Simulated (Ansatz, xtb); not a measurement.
Ranking isomers of H3OSi+

3 gas-phase structures of H3OSi+, found in a search over its isomers (lower ones may exist). Each was relaxed with GFN2-xTB:

A. `O[SiH2+]`, a singlet
B. the triplet with the links of `[OH2+][SiH]`
C. `[OH2+][SiH]`, a singlet

**Question.** Which do you expect lowest at r2SCAN-D4/def2-SVP, and how would the others follow?

**Answer.** Calculated order at r2SCAN-D4/def2-SVP: A (0.0), C (83.7), B (222.8) kJ/mol.

Energies above the lowest of each column, in kJ/mol; the last columns are at PBE0-D3(BJ)/def2-SVP geometries (a dash: not run or not comparable):

| structure | GFN2-xTB | HF/STO-3G | r2SCAN-D4/def2-SVP | PBE0-D3(BJ)/def2-SVP | CCSD(T)/def2-TZVPP |
| --- | --- | --- | --- | --- | --- |
| A | 0.0 | 54.7 | 0.0 | 0.0 | 0.0 |
| C | 200.1 | 0.0 | 83.7 | 72.0 | 89.4 |
| B | – | 152.6 | 222.8 | 227.4 | 269.2 |

CCSD(T)/def2-TZVPP puts A lowest; HF/STO-3G picks C. Some further structures that were screened fall inside this span and aren't listed. Flexible structures stand in one conformer each, not always the lowest. GFN2-xTB has no spin polarisation and isn't compared across spin states. Open shells are spin-unrestricted.

Programs: Ansatz 0.2.0, xtb 6.7.1.
